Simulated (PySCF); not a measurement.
Isomers of C6H10, one conformer each; single-point electronic energies without zero-point terms and without any empirical dispersion term.

All values: B3LYP/def2-SVPD (PySCF, non-relativistic), each on one gas-phase PBE0-D3(BJ)/def2-SVP geometry that isn't relaxed in the solvent. The solvent is an IEF-PCM continuum (cavity from Bondi-type radii × 1.2). Specific hydrogen bonds and non-electrostatic terms are outside this model.

```csv
isomer,"relative energy, gas (kcal/mol)",dipole (D)
`C1CC(=CC1)C` (1-methylcyclopentene),0.0,0.26
"`C=C(C)CC=C` (2-methyl-1,4-pentadiene)",18.1,0.28
```

Question: How do the relative energies look in chloroform (ε = 4.711)?

Answer: 
```
                                isomer  relative energy, solvent (kcal/mol)  E(solvent) − E(gas) (kcal/mol)  dipole in solvent (D)
  `C1CC(=CC1)C` (1-methylcyclopentene)                                  0.0                            -0.8                   0.36
`C=C(C)CC=C` (2-methyl-1,4-pentadiene)                                 17.4                            -1.4                   0.36
```

The order is unchanged. Conformers: `[CH3:1][C:2]1=[CH:3][CH2:4][CH2:5][CH2:6]1` with C2–C3–C4–C5 13°, C3–C4–C5–C6 -21°, C4–C5–C6–C2 21°, C1–C2–C6–C5 169°; `[CH2:1]=[CH:2][CH2:3][C:4](=[CH2:5])[CH3:6]` with C1–C2–C3–C4 118°, C2–C3–C4–C5 113°. `C=C(C)CC=C` (2-methyl-1,4-pentadiene) gains most from the continuum, and it has the largest gas-phase dipole. The gains span 0.6 kcal/mol, the gas-phase energies 18.1 kcal/mol.
